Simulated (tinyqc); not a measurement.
CIS and TDHF on RHF in the sto-6g basis, frozen core, for HF, spin multiplicity 1, step by step. Computed by tinyqc, a small Python program that keeps every step (integrals from PySCF). Settings: charge = 0, multiplicity = 1, basis = sto-6g, method = RHF, frozen orbitals = 1, energy threshold = 1e-10, iteration cap = 72, orthogonalisation = symmetric, start = core, DIIS depth = 6, TDHF = 1. Command: `OMP_NUM_THREADS=1 python tinyqc.py 20390 20391 out.jsonl` (the two numbers bound the seeds that draw the settings). One thread of a shared host (Intel(R) Xeon(R) Processor @ 2.60GHz), about 0.1 s of CPU time with the checks. The early iterations of the SCF are left out here.

## One-electron integrals

Geometry (angstrom):

| atom | x | y | z |
|---|---|---|---|
| F | 0.00000 | 0.00000 | 0.00000 |
| H | 0.00000 | 0.00000 | 1.10900 |

Basis sto-6g: exponents (1/bohr^2) and contraction coefficients of normalised primitives:

| element | l (shell) | exponent | coefficient |
|---|---|---|---|
| F | s (1) | 1728.62657 | 0.00916 |
| F | s (1) | 316.94179 | 0.04936 |
| F | s (1) | 88.66889 | 0.16854 |
| F | s (1) | 30.46016 | 0.37056 |
| F | s (1) | 11.82857 | 0.41649 |
| F | s (1) | 4.87166 | 0.13033 |
| F | s (2) | 67.03228 | -0.01325 |
| F | s (2) | 13.26744 | -0.04699 |
| F | s (2) | 4.12351 | -0.03379 |
| F | s (2) | 1.58646 | 0.25024 |
| F | s (2) | 0.68900 | 0.59512 |
| F | s (2) | 0.31582 | 0.24071 |
| F | p (3) | 67.03228 | 0.00376 |
| F | p (3) | 13.26744 | 0.03768 |
| F | p (3) | 4.12351 | 0.17390 |
| F | p (3) | 1.58646 | 0.41804 |
| F | p (3) | 0.68900 | 0.42586 |
| F | p (3) | 0.31582 | 0.10171 |
| H | s (1) | 35.52322 | 0.00916 |
| H | s (1) | 6.51314 | 0.04936 |
| H | s (1) | 1.82214 | 0.16854 |
| H | s (1) | 0.62596 | 0.37056 |
| H | s (1) | 0.24308 | 0.41649 |
| H | s (1) | 0.10011 | 0.13033 |

Overlap, kinetic and nuclear-attraction integrals over the contracted functions; the nuclear repulsion is the sum of Za Zb / Rab.

nuclear repulsion = 4.2944949 hartree

overlap S:
```
          1F 1s    1F 2s   1F 2px   1F 2py   1F 2pz    2H 1s
1F 1s   1.00000  0.23248  0.00000  0.00000  0.00000  0.03250
1F 2s   0.23248  1.00000  0.00000  0.00000  0.00000  0.33434
1F 2px  0.00000  0.00000  1.00000  0.00000  0.00000  0.00000
1F 2py  0.00000  0.00000  0.00000  1.00000  0.00000  0.00000
1F 2pz  0.00000  0.00000  0.00000  0.00000  1.00000  0.27850
2H 1s   0.03250  0.33434  0.00000  0.00000  0.27850  1.00000
```

kinetic energy T (hartree):
```
           1F 1s     1F 2s   1F 2px   1F 2py   1F 2pz     2H 1s
1F 1s   37.39773  -1.14335  0.00000  0.00000  0.00000  -0.00513
1F 2s   -1.14335   1.08230  0.00000  0.00000  0.00000   0.04792
1F 2px   0.00000   0.00000  3.25133  0.00000  0.00000   0.00000
1F 2py   0.00000   0.00000  0.00000  3.25133  0.00000   0.00000
1F 2pz   0.00000   0.00000  0.00000  0.00000  3.25133   0.14275
2H 1s   -0.00513   0.04792  0.00000  0.00000  0.14275   0.76852
```

nuclear attraction V (hartree):
```
            1F 1s      1F 2s     1F 2px     1F 2py     1F 2pz     2H 1s
1F 1s   -78.29962   -7.97664    0.00000    0.00000   -0.01089  -1.27811
1F 2s    -7.97664  -11.95164    0.00000    0.00000   -0.12718  -2.92922
1F 2px    0.00000    0.00000  -11.92709    0.00000    0.00000   0.00000
1F 2py    0.00000    0.00000    0.00000  -11.92709    0.00000   0.00000
1F 2pz   -0.01089   -0.12718    0.00000    0.00000  -11.99922  -2.13732
2H 1s    -1.27811   -2.92922    0.00000    0.00000   -2.13732  -5.44858
```

core Hamiltonian H = T + V (hartree):
```
            1F 1s      1F 2s    1F 2px    1F 2py    1F 2pz     2H 1s
1F 1s   -40.90189   -9.11999   0.00000   0.00000  -0.01089  -1.28324
1F 2s    -9.11999  -10.86934   0.00000   0.00000  -0.12718  -2.88130
1F 2px    0.00000    0.00000  -8.67576   0.00000   0.00000   0.00000
1F 2py    0.00000    0.00000   0.00000  -8.67576   0.00000   0.00000
1F 2pz   -0.01089   -0.12718   0.00000   0.00000  -8.74789  -1.99457
2H 1s    -1.28324   -2.88130   0.00000   0.00000  -1.99457  -4.68006
```

## Two-electron integrals

Functions are numbered as in S; the eight-fold symmetry (ij|kl) = (ji|kl) = (kl|ij) leaves the list below.

Two-electron integrals (ij|kl) in chemists' order, unique and non-zero (hartree):
```
(11|11) 5.40624   (21|11) 0.76813   (21|21) 0.13891   (22|11) 1.26627
(22|21) 0.28399   (22|22) 0.92637   (31|31) 0.02945   (32|31) 0.04468
(32|32) 0.20475   (33|11) 1.26627   (33|21) 0.28399   (33|22) 0.92637
(33|33) 0.99808   (41|41) 0.02945   (42|41) 0.04468   (42|42) 0.20475
(43|43) 0.05379   (44|11) 1.26627   (44|21) 0.28399   (44|22) 0.92637
(44|33) 0.89051   (44|44) 0.99808   (51|51) 0.02945   (52|51) 0.04468
(52|52) 0.20475   (53|53) 0.05379   (54|54) 0.05379   (55|11) 1.26627
(55|21) 0.28399   (55|22) 0.92637   (55|33) 0.89051   (55|44) 0.89051
(55|55) 0.99808   (61|11) 0.11436   (61|21) 0.01983   (61|22) 0.03968
(61|33) 0.03961   (61|44) 0.03961   (61|51) 0.00086   (61|52) 0.00169
(61|55) 0.03982   (61|61) 0.00288   (62|11) 0.29666   (62|21) 0.06757
(62|22) 0.24678   (62|33) 0.24326   (62|44) 0.24326   (62|51) 0.00491
(62|52) 0.03741   (62|55) 0.25383   (62|61) 0.00965   (62|62) 0.08231
(63|31) 0.00741   (63|32) 0.04275   (63|53) 0.00777   (63|63) 0.01191
(64|41) 0.00741   (64|42) 0.04275   (64|54) 0.00777   (64|64) 0.01191
(65|11) 0.20533   (65|21) 0.04741   (65|22) 0.18511   (65|33) 0.17736
(65|44) 0.17736   (65|51) 0.01038   (65|52) 0.06898   (65|55) 0.20059
(65|61) 0.00706   (65|62) 0.07578   (65|65) 0.08108   (66|11) 0.46738
(66|21) 0.10845   (66|22) 0.45607   (66|33) 0.44122   (66|44) 0.44122
(66|51) 0.00958   (66|52) 0.10258   (66|55) 0.48576   (66|61) 0.01560
(66|62) 0.19979   (66|65) 0.21315   (66|66) 0.77500
```

## Orthogonalisation

S = U s U^T; symmetric (Loewdin) form X = U s^(-1/2) U^T, so that X^T S X = 1.

eigenvalues of S: 0.53748  0.85080  1.00000  1.00000  1.12474  1.48698

X:
```
           1F 1s     1F 2s   1F 2px   1F 2py    1F 2pz     2H 1s
1F 1s    1.02172  -0.12554  0.00000  0.00000  -0.00422   0.01619
1F 2s   -0.12554   1.07216  0.00000  0.00000   0.04160  -0.19422
1F 2px   0.00000   0.00000  1.00000  0.00000   0.00000   0.00000
1F 2py   0.00000   0.00000  0.00000  1.00000   0.00000   0.00000
1F 2pz  -0.00422   0.04160  0.00000  0.00000   1.03390  -0.15885
2H 1s    0.01619  -0.19422  0.00000  0.00000  -0.15885   1.08335
```

## Iteration 7 (converged): orbitals

converged F (hartree):
```
            1F 1s     1F 2s    1F 2px    1F 2py    1F 2pz     2H 1s
1F 1s   -26.25119  -6.37078   0.00000   0.00000  -0.01780  -0.89906
1F 2s    -6.37078  -2.89581   0.00000   0.00000  -0.04649  -0.81088
1F 2px    0.00000   0.00000  -0.47119   0.00000   0.00000   0.00000
1F 2py    0.00000   0.00000   0.00000  -0.47119   0.00000   0.00000
1F 2pz   -0.01780  -0.04649   0.00000   0.00000  -0.27331  -0.48782
2H 1s    -0.89906  -0.81088   0.00000   0.00000  -0.48782  -0.38658
```

Diagonalise F' = X^T F X, C = X C', fill 5 alpha and 5 beta electrons from the bottom; D = 2 C_occ C_occ^T. Each column has its largest component positive (the first on a tie).

F' = X^T F X (hartree):
```
           1         2         3         4         5         6
1  -25.84184  -3.17570   0.00000   0.00000  -0.03568  -0.11179
2   -3.17570  -1.74480   0.00000   0.00000   0.07320  -0.40286
3    0.00000   0.00000  -0.47119   0.00000   0.00000   0.00000
4    0.00000   0.00000   0.00000  -0.47119   0.00000   0.00000
5   -0.03568   0.07320   0.00000   0.00000  -0.13925  -0.47743
6   -0.11179  -0.40286   0.00000   0.00000  -0.47743  -0.06185
```

orbital energies (hartree): MO1 -26.25438, MO2 -1.44334, MO3 -0.53372, MO4 -0.47119, MO5 -0.47119, MO6 0.44369

coefficients C:
```
             MO1       MO2       MO3      MO4       MO5       MO6
1F 1s    0.99717  -0.24255   0.05700  0.00000   0.00000   0.05937
1F 2s    0.01221   0.98097  -0.31724  0.00000   0.00000  -0.37636
1F 2px   0.00000   0.00000   0.00000  0.09526   0.99545   0.00000
1F 2py   0.00000   0.00000   0.00000  0.99545  -0.09526   0.00000
1F 2pz   0.00132   0.04356   0.69108  0.00000   0.00000  -0.78514
2H 1s   -0.00235   0.11271   0.57107  0.00000   0.00000   0.94765
```

D after iteration 7:
```
           1F 1s     1F 2s   1F 2px   1F 2py    1F 2pz     2H 1s
1F 1s    2.11287  -0.48769  0.00000  0.00000   0.06029   0.00574
1F 2s   -0.48769   2.12619  0.00000  0.00000  -0.35299  -0.14126
1F 2px   0.00000   0.00000  2.00000  0.00000   0.00000   0.00000
1F 2py   0.00000   0.00000  0.00000  2.00000   0.00000   0.00000
1F 2pz   0.06029  -0.35299  0.00000  0.00000   0.95899   0.79913
2H 1s    0.00574  -0.14126  0.00000  0.00000   0.79913   0.67767
```

Within a degenerate level the vectors are fixed only up to a rotation; this is one choice.

## Convergence

Stop when the energy changes by less than 1e-10 hartree and every element of the error matrix X^T (F D S - S D F) X is below 3e-06.

Course of the cycle:

| iteration | E (hartree) | change | largest element of the error matrix |
|---|---|---|---|
| 1 | -98.8087091 | - | 5.68e-01 |
| 2 | -99.4736736 | -6.65e-01 | 9.18e-02 |
| 3 | -99.4788322 | -5.16e-03 | 9.49e-03 |
| 4 | -99.4789130 | -8.08e-05 | 1.12e-03 |
| 5 | -99.4789137 | -7.52e-07 | 1.85e-05 |
| 6 | -99.4789137 | -2.40e-10 | 1.21e-07 |
| 7 | -99.4789137 | -4.26e-14 | 6.18e-08 |

PySCF RHF in the same basis = -99.4789137 hartree

Converged in 7 iterations.

## Integrals over molecular orbitals

(pq|rs) = sum C_ip C_jq C_kr C_ls (ij|kl), one index at a time.

one-electron integrals over orbitals h = C^T H C (hartree):
```
           1         2         3         4         5         6
1  -40.88861   0.72614  -0.16532   0.00000   0.00000  -0.18060
2    0.72614  -9.19926   0.54256   0.00000   0.00000   0.95974
3   -0.16532   0.54256  -7.16021   0.00000   0.00000   2.10722
4    0.00000   0.00000   0.00000  -8.67576   0.00000   0.00000
5    0.00000   0.00000   0.00000   0.00000  -8.67576   0.00000
6   -0.18060   0.95974   2.10722   0.00000   0.00000  -6.06683
```

Two-electron integrals over orbitals (pq|rs), unique and non-zero (hartree); the lowest 1 orbital is frozen and left out:
```
(22|22) 0.86860    (32|22) -0.03985   (32|32) 0.14587    (33|22) 0.72217
(33|32) -0.02640   (33|33) 0.71243    (42|42) 0.18688    (43|42) -0.03357
(43|43) 0.03978    (44|22) 0.89147    (44|32) -0.07229   (44|33) 0.71070
(44|44) 0.99808    (52|52) 0.18688    (53|52) -0.03357   (53|53) 0.03978
(54|54) 0.05379    (55|22) 0.89147    (55|32) -0.07229   (55|33) 0.71070
(55|44) 0.89051    (55|55) 0.99808    (62|22) -0.10496   (62|32) -0.06606
(62|33) -0.02789   (62|44) -0.10250   (62|55) -0.10250   (62|62) 0.09246
(63|22) -0.21056   (63|32) 0.08816    (63|33) -0.10578   (63|44) -0.22626
(63|55) -0.22626   (63|62) 0.04557    (63|63) 0.20994    (64|42) -0.03400
(64|43) -0.01978   (64|64) 0.02974    (65|52) -0.03400   (65|53) -0.01978
(65|65) 0.02974    (66|22) 0.65618    (66|32) 0.05656    (66|33) 0.66125
(66|44) 0.63517    (66|55) 0.63517    (66|62) -0.06032   (66|63) -0.01902
(66|66) 0.69580
```

## CIS matrix, singlets

A(ia,jb) = (e_a - e_i) d_ij d_ab + 2 (ia|jb) - (ij|ab).

CIS matrix A, singlet (hartree):
```
         2>6      3>6      4>6      5>6
2>6  1.41577  0.03457  0.00000  0.00000
3>6  0.03457  0.73603  0.00000  0.00000
4>6  0.00000  0.00000  0.33918  0.00000
5>6  0.00000  0.00000  0.00000  0.33918
```

## CIS singlet states

dipole integrals <i|r|a> (bohr):
```
            x         y         z
2>6   0.00000   0.00000  -0.00245
3>6   0.00000   0.00000   1.08223
4>6  -0.00179  -0.01875   0.00000
5>6  -0.01875   0.00179   0.00000
```

Diagonalise A (1 hartree = 27.211386 eV); each vector has its largest component positive (the first on a tie). The transition dipole is mu = sqrt2 sum c_ia <i|r|a>.

singlet excitation energies (eV): 9.22968  9.22968  19.98065  38.57275

lowest vectors:
```
     state 1   state 2   state 3  state 4
2>6  0.00000   0.00000  -0.05066  0.99872
3>6  0.00000   0.00000   0.99872  0.05066
4>6  0.02843   0.99960   0.00000  0.00000
5>6  0.99960  -0.02843   0.00000  0.00000
```

oscillator strengths 2/3 w |mu|^2: 0.00016  0.00016  1.14398  0.00519

Within a degenerate level the vectors are fixed only up to a rotation; this is one choice.

## TDHF (RPA) singlet states

B(ia,jb) = 2 (ia|jb) - (ib|ja); the squared energies are the eigenvalues of (A - B)(A + B); 1 hartree = 27.211386 eV.

TDHF matrix B, singlet (hartree):
```
         2>6      3>6      4>6      5>6
2>6  0.09246  0.04557  0.00000  0.00000
3>6  0.04557  0.20994  0.00000  0.00000
4>6  0.00000  0.00000  0.02974  0.00000
5>6  0.00000  0.00000  0.00000  0.02974
```

squared energies w^2 (hartree^2): 0.11416  0.11416  0.49515  1.99660

TDHF energies from the positive w^2 (eV): 9.19413  9.19413  19.14788  38.45000

## CIS matrix, triplets

A(ia,jb) = (e_a - e_i) d_ij d_ab - (ij|ab).

CIS matrix A, triplet (hartree):
```
          2>6       3>6      4>6      5>6
2>6   1.23085  -0.05656  0.00000  0.00000
3>6  -0.05656   0.31616  0.00000  0.00000
4>6   0.00000   0.00000  0.27970  0.00000
5>6   0.00000   0.00000  0.00000  0.27970
```

## CIS triplet states

Diagonalise A (1 hartree = 27.211386 eV); each vector has its largest component positive (the first on a tie).

triplet excitation energies (eV): 7.61108  7.61108  8.50825  33.58790

lowest vectors:
```
      state 1  state 2  state 3   state 4
2>6   0.00000  0.00000  0.06149   0.99811
3>6   0.00000  0.00000  0.99811  -0.06149
4>6  -0.01788  0.99984  0.00000   0.00000
5>6   0.99984  0.01788  0.00000   0.00000
```

Within a degenerate level the vectors are fixed only up to a rotation; this is one choice.

## TDHF (RPA) triplet states

B(ia,jb) = - (ib|ja); the squared energies are the eigenvalues of (A - B)(A + B); 1 hartree = 27.211386 eV.

TDHF matrix B, triplet (hartree):
```
          2>6       3>6       4>6       5>6
2>6  -0.09246  -0.04557   0.00000   0.00000
3>6  -0.04557  -0.20994   0.00000   0.00000
4>6   0.00000   0.00000  -0.02974   0.00000
5>6   0.00000   0.00000   0.00000  -0.02974
```

squared energies w^2 (hartree^2): 0.05081  0.07735  0.07735  1.51376

TDHF energies from the positive w^2 (eV): 6.13348  7.56793  7.56793  33.47952
